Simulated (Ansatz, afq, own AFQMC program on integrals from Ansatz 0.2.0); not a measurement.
**Atomization energy of AlSiH$_{3}$ClF, singlet**

```xyz
7

F    -0.4566   -2.4451    0.8086
Al   -0.7821   -1.0684   -0.0666
Si    0.7081    0.8451    0.0899
Cl   -2.5020   -1.1322   -1.2628
H     2.0824    0.4487   -0.3489
H     0.7853    1.3182    1.5070
H     0.2262    1.9658   -0.7730
```

Atoms in their ground-state spins without spin–orbit coupling (mostly on UHF) minus the molecule (RHF), without zero-point energy. The geometry is a stationary point, not shown to be a minimum.

Basis def2-TZVP. Only valence electrons are correlated. Integrals, coupled cluster, full CI and functionals: Ansatz 0.2.0; the random walks run on the same integrals in our own AFQMC program. ph-AFQMC/CISD is guided by a CISD state made of CCSD amplitudes; releasing the constraint for a short imaginary time cuts its bias at the price of noise, slowly where states lie close. ± is one standard error of the sampling. The errors of all members are added in quadrature.

No full CI on the walks' own integrals is used here. The released AFQMC energy serves as the reference, which it does only where one determinant dominates, the energy is flat over the last release times and near the phaseless one (40 meV or 2 meV an electron, half that with transition metals). On small molecules, where full CI could be run and the noise was under 10 meV, such values lay within 10 meV of it in 19 cases of 20, a flattering rate, since the rule was set on those same cases; what remains of the bias isn't in the error bar. Each member takes its own surest rung, up to full CI.

The best estimate is CCSD(T) at the basis-set limit (CBS: def2-TZVPP and def2-QZVPP, with their diffuse functions for anions and beside diffuse sets, CCSD(T) itself extrapolated) plus the step from CCSD(T) to AFQMC with the constraint released in def2-TZVP. Rows without CBS are in def2-TZVP; B2PLYP and the wave-function rows carry a basis error of their own. Core correlation and relativity beyond core potentials are missing, and ± holds the sampling alone.

Cautions: AlSiH₃ClF (singlet): the released value is read at 0.90 1/Eh with a noise of 16 meV, more than in the cases checked (meV from the phaseless value at times in 1/Eh: 16 ± 9 at 0.21, 23 ± 13 at 0.42, 19 ± 10 at 0.63, 25 ± 16 at 0.90); other spins of the molecule weren't checked.

Best estimate: 2239.1 ± 1.6 kJ/mol.

```tsv
level	atomization energy (kJ/mol)	error against the best estimate (kJ/mol)
HF	1711.4	-527.7 ± 1.6
MP2	2181.6	-57.6 ± 1.6
CCSD	2119.1	-120.1 ± 1.6
CCSD(T)	2145.4	-93.8 ± 1.6
ph-AFQMC/CISD	2148.4 ± 0.9	-90.8 ± 1.8
released AFQMC	2144.6 ± 1.7	-94.5
HF/CBS	1720.0	-519.1 ± 1.6
MP2/CBS	2274.1	34.9 ± 1.6
CCSD(T)/CBS	2240.5	1.4 ± 1.6
PBE	2195.3	-43.8 ± 1.6
r2SCAN	2227.2	-11.9 ± 1.6
PBE0	2175.3	-63.8 ± 1.6
B3LYP	2175.7	-63.4 ± 1.6
wB97M-V	2219.1	-20.0 ± 1.6
B2PLYP	2179.2	-59.9 ± 1.6
```

Correlation beyond CCSD(T) changes it by less than twice the noise. Going to the basis-set limit adds 95.1 kJ/mol at CCSD(T). The perturbative (T) step is worth +26.3 kJ/mol. The functionals spread over 51.9 kJ/mol; r2SCAN comes nearest and PBE0 is 63.8 kJ/mol too low.

Best estimates are given only where the step beyond CCSD(T) is under 0.3 eV and no member's determinant is very poor (T1 over 0.05, or 0.07 for open shells, ⟨S²⟩ too high by 0.3, two states mixed), so the hardest cases are missing from such tables.

The functionals ran in a triple-zeta set and keep a basis error of their own, a few kJ/mol for each bond in atomization energies and more for double hybrids, so close places among them and the extrapolated levels can swap.

Each member of a difference takes its own highest rung, so a best estimate needn't equal the limit plus the step of one row. Released energies are given only where the last usable release times agree within the noise; a slower fall can still hide under it.
